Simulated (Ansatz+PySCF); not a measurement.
Two shapes of singlet C₄H₄O.

Shape 1:

```xyz
9

O     1.1498    0.0000    0.0000
C     0.3528    1.0865    0.0000
C    -0.9584    0.7153    0.0000
C    -0.9584   -0.7153    0.0000
C     0.3528   -1.0865    0.0000
H     0.8548    2.0507    0.0000
H    -1.8204    1.3790    0.0000
H    -1.8204   -1.3790    0.0000
H     0.8548   -2.0507    0.0000
```

Shape 2:

```xyz
9

O     1.2418    0.0000    0.0000
C     0.3810    1.1734    0.0000
C    -1.0350    0.7726    0.0000
C    -1.0350   -0.7726    0.0000
C     0.3810   -1.1734    0.0000
H     0.9232    2.2147    0.0000
H    -1.9660    1.4893    0.0000
H    -1.9660   -1.4893    0.0000
H     0.9232   -2.2147    0.0000
```

Basis set: def2-SVP (spherical functions). Left uncorrelated: 5 orbitals. Charge 0, multiplicity 1.

Computed with Ansatz (development build ahead of 0.2.0); each method stands on the lowest determinant of its kind that the runs found.

Task: Which shape is lower in energy, and by how much in each method?

Result:

```
     method  E(2) − E(1) (eV)
        RHF             2.338
        UHF             2.010
    UHF-MP2             2.753
   RHF-CCSD             1.633
RHF-CCSD(T)             1.464
```

Shape 1 is lower. Caution for RHF, RHF-CCSD, RHF-CCSD(T): an unrestricted determinant lies well below. Caution for UHF, UHF-MP2: the determinant breaks the point group; the unrestricted determinant is spin contaminated. Caution for UHF-MP2: another reference gives a lower total.
